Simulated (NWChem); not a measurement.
**BH2ClO (SMILES OBCl): LC-wPBE (HJS form)/2ZaPa-NR**

What is the vertical singlet–triplet gap of BH2ClO at LC-wPBE (HJS form)/2ZaPa-NR? 

Program for the calculation: NWChem 7.3.0.

3 further runs of the same task are left out: 3 set aside as unsound or not needed.

### 1 Starting point

The species is BH2ClO (5 atoms), meant as a singlet with charge 0. As SMILES, `OBCl`. The coordinates come from a PBE0-D4/def2-TZVP relaxation. This is one conformer, not always the lowest.

Bond lengths: O1–B2 1.340 Å, B2–Cl3 1.766 Å, O1–H4 0.963 Å, B2–H5 1.189 Å. Angles: O1–B2–Cl3 121.0°, O1–B2–H5 119.8°, Cl3–B2–H5 119.2°, B2–O1–H4 113.9°.

### 2 A single-point energy at LC-wPBE (HJS form)/2ZaPa-NR

run.py reads:

```python
from ase import Atoms
from ase.calculators.nwchem import NWChem

mol = Atoms(['O', 'B', 'Cl', 'H', 'H'], positions=[
    [-0.863300, -0.618600, -0.002900],
    [0.379000, -0.137200, 0.137900],
    [0.788600, 1.496000, -0.395300],
    [-1.477700, 0.001200, -0.409700],
    [1.223300, -0.815100, 0.628600],
])

calc = NWChem(
    label='bclh2o',
    theory='dft',
    memory='2200 mb',
    basis='2ZaPa-NR',
    basispar='spherical bse',
    dft={'xc': 'xwpbe 1.00 cpbe96 1.0 hfexch 1.00', 'cam': '0.4 cam_alpha 0.00 cam_beta 1.00', 'mult': '1', 'grid': 'fine', 'convergence': 'energy 1e-06', 'direct': None, 'mulliken': None},
    task='energy',
)
mol.calc = calc

print(f"energy = {mol.get_potential_energy():.6f} eV")
print("dipole (e A):", mol.get_dipole_moment().round(4))
```

On the command line:

```sh
$ export ASE_NWCHEM_COMMAND="nwchem PREFIX.nwi > PREFIX.nwo"
$ python run.py
```

The program printed:

```text
energy = -15275.542732 eV
dipole (e A): [-0.2261  0.0264 -0.0704]
```

The calculator wrote bclh2o.nwi:

```
title "bclh2o"

permanent_dir bclh2o

scratch_dir bclh2o

start bclh2o

geometry units angstrom nocenter noautosym noautoz
  O  -8.6329999999999996e-01 -6.1860000000000004e-01 -2.8999999999999998e-03
  B  3.7900000000000000e-01 -1.3719999999999999e-01 1.3789999999999999e-01
  Cl 7.8859999999999997e-01 1.4960000000000000e+00 -3.9529999999999998e-01
  H  -1.4777000000000000e+00 1.1999999999999999e-03 -4.0970000000000001e-01
  H  1.2233000000000001e+00 -8.1510000000000005e-01 6.2860000000000005e-01
end

memory 2200 mb

basis spherical bse noprint
   * library 2ZaPa-NR
end

dft
  xc xwpbe 1.00 cpbe96 1.0 hfexch 1.00
  cam 0.4 cam_alpha 0.00 cam_beta 1.00
  mult 1
  grid fine
  convergence energy 1e-06
  direct
  mulliken
end

task dft energy
```

bclh2o.nwo, cut to the lines that bear on the results:

```text
[...]
          Wavefunction type:  closed shell.
          No. of atoms     :     5
          No. of electrons :    32
[...]
          Charge           :     0
          Spin multiplicity:     1
[...]
          AO basis - number of functions:    75
[...]
              XC Information
              --------------
                     Hartree-Fock (Exact) Exchange  1.000
                     LC-wPBE(h)Exchange Functional  1.000
            Perdew 1991 LDA Correlation Functional  1.000 local
           PerdewBurkeErnz. Correlation Functional  1.000 non-local
[...]
 d= 0,ls=0.0,diis     1   -561.3004921134 -6.46D+02  2.03D-02  6.18D-01     1.8
[...]
 d= 0,ls=0.0,diis     8   -561.3658458556 -2.82D-08  3.96D-06  1.65D-08    12.3
         Total DFT energy =     -561.365845855561
      One electron energy =     -941.531371489212
           Coulomb energy =      336.912400091862
    Exchange-Corr. energy =      -41.468550691743
 Nuclear repulsion energy =       84.721676233534
[...]
      Total Density - Mulliken Population Analysis
     ---------------------------------------------
    Atom       Charge   Shell Charges
 -----------   ------   -------------------------------------------------------
    1 O    8     8.18   2.00  1.80 -0.16  0.03  4.84 -0.35  0.02  0.01
    2 B    5     5.01   2.00  1.29 -0.32  0.07  2.35 -0.60  0.01  0.21
    3 Cl  17    17.15   2.00  2.00  1.93 -0.05  0.05  5.99  5.48 -0.30  0.03  0.00  0.02
    4 H    1     0.70   1.08 -0.42 -0.02  0.07
    5 H    1     0.95   1.34 -0.36 -0.04  0.01
[...]
```

Wall time 13 s (1 thread of AMD EPYC 9R05 (Zen 5), shared host); peak memory 0.11 GiB.

### 3 The triplet, same level

bclh2o.nw reads:

```
START bclh2o
TITLE "BClH2O"
memory stack 880 mb heap 220 mb global 1100 mb
GEOMETRY noautosym nocenter
 zmatrix
   O
   B 1 r2
   Cl 2 r3 1 a3
   H 1 r4 2 a4 3 d4
   H 2 r5 1 a5 4 d5
 variables
   r2 1.339731
   r3 1.766187
   a3 121.03681
   r4 0.962874
   a4 113.87792
   d4 -0.00429
   r5 1.188771
   a5 119.80521
   d5 -179.99979
 end
END
BASIS spherical bse
 * library 2ZaPa-NR
END
DFT
 xc xwpbe 1.00 cpbe96 1.0 hfexch 1.00
 cam 0.4 cam_alpha 0.00 cam_beta 1.00
 mult 3
 grid fine
 convergence energy 1e-06
 direct
 maxiter 150
 mulliken
 noprint "final vectors analysis"
END
TASK dft energy
```

On the command line:

```sh
$ nwchem bclh2o.nw > bclh2o.out
```

The program printed, cut to the lines that bear on the results:

```text
[...]
          Wavefunction type:  spin polarized.
          No. of atoms     :     5
          No. of electrons :    32
[...]
          Charge           :     0
          Spin multiplicity:     3
[...]
          AO basis - number of functions:    75
[...]
              XC Information
              --------------
                     Hartree-Fock (Exact) Exchange  1.000
                     LC-wPBE(h)Exchange Functional  1.000
            Perdew 1991 LDA Correlation Functional  1.000 local
           PerdewBurkeErnz. Correlation Functional  1.000 non-local
[...]
 d= 0,ls=0.0,diis     1   -560.9954341047 -6.46D+02  1.55D-02  1.91D-01     1.9
[...]
 d= 0,ls=0.0,diis    17   -561.1067850377 -1.25D-08  8.80D-07  5.79D-11    28.5
[...]
         Total DFT energy =     -561.106785037736
      One electron energy =     -940.725706397140
           Coulomb energy =      336.311904118513
    Exchange-Corr. energy =      -41.414664987586
 Nuclear repulsion energy =       84.721682228476
[...]
      Total Density - Mulliken Population Analysis
     ---------------------------------------------
    Atom       Charge   Shell Charges
 -----------   ------   -------------------------------------------------------
    1 O    8     8.21   2.00  1.78 -0.16  0.06  4.86 -0.34 -0.00  0.01
    2 B    5     5.54   2.00  1.15 -0.28  0.08  2.72 -0.37  0.06  0.18
    3 Cl  17    16.77   2.00  2.00  2.01 -0.10  0.00  5.99  5.25 -0.39 -0.04  0.00  0.05
    4 H    1     0.72   1.09 -0.42 -0.02  0.07
    5 H    1     0.76   1.17 -0.38 -0.05  0.02
[...]
      <S2> =      2.0089 (Exact =     2.0000)
[...]
```

It took 29 s on 1 thread of AMD EPYC 9R05 (Zen 5), shared host; peak memory 0.11 GiB.

### 4 Summary of results

Level: LC-wPBE (HJS form)/2ZaPa-NR.

| quantity | value |
| --- | --- |
| singlet: total energy | -561.36585 Eh |
| singlet: dipole moment | 1.14 D |
| singlet: HOMO energy | -12.07 eV |
| singlet: LUMO energy | 0.97 eV |
| singlet: HOMO–LUMO gap | 13.04 eV |
| triplet: total energy | -561.10679 Eh |
| triplet: dipole moment | 2.30 D |
| triplet: ⟨S²⟩ | 2.009 |
| vertical energy of the triplet above the singlet | 7.049 eV |

At this shape the triplet lies 7.05 eV (680 kJ/mol) above the singlet. Mulliken charges (singlet) run from -0.18 on O1 to +0.30 on H4. Mulliken charges (triplet) run from -0.54 on B2 to +0.28 on H4.
